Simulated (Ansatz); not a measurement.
Reaction (SMILES): [C]#C (C-CH) → [C-]#C (an electron is taken up)
B3LYP-D3(BJ)/def2-TZVP geometries, fixed; electronic energies without zero-point terms; positive where energy is released.
Largest species:
```xyz
3

C      0.0000     0.0000    -0.4720
C      0.0000     0.0000     0.7280
H      0.0000     0.0000    -1.5362
```
Charge 0, spin multiplicity 2.

Basis-set convergence of the adiabatic electron affinity at MP2 with Ansatz (a program for electronic structure). All functions are spherical. Cores are frozen. The T1 diagnostic of CCSD is high for at least one species. An unrestricted Hartree-Fock determinant is markedly spin-contaminated. Open shells are unrestricted. No added dispersion term, no relativity. Functions are those of the species that has most. Reference: Hartree-Fock in aug-cc-pVQZ plus the correlation part extrapolated as X^-3 from aug-cc-pVTZ and aug-cc-pVQZ, 3.626 eV, itself unsure by roughly 0.018 eV (a third of the extrapolation step and of the last Hartree-Fock step). Deviations are taken from unrounded values.

```json
[
 {"basis": "pcseg-0", "functions": "20", "adiabatic electron affinity (eV)": "2.227", "minus reference (eV)": "-1.398"},
 {"basis": "def2-SV(P)", "functions": "30", "adiabatic electron affinity (eV)": "2.541", "minus reference (eV)": "-1.085"},
 {"basis": "pcseg-1", "functions": "33", "adiabatic electron affinity (eV)": "2.777", "minus reference (eV)": "-0.849"},
 {"basis": "def2-SVPD", "functions": "48", "adiabatic electron affinity (eV)": "3.112", "minus reference (eV)": "-0.514"},
 {"basis": "aug-cc-pVDZ", "functions": "55", "adiabatic electron affinity (eV)": "3.412", "minus reference (eV)": "-0.214"},
 {"basis": "aug-pcseg-1", "functions": "55", "adiabatic electron affinity (eV)": "3.343", "minus reference (eV)": "-0.282"},
 {"basis": "pcseg-2", "functions": "74", "adiabatic electron affinity (eV)": "3.280", "minus reference (eV)": "-0.346"},
 {"basis": "cc-pVQZ", "functions": "140", "adiabatic electron affinity (eV)": "3.415", "minus reference (eV)": "-0.210"},
 {"basis": "def2-QZVPPD", "functions": "159", "adiabatic electron affinity (eV)": "3.529", "minus reference (eV)": "-0.097"}
]
```
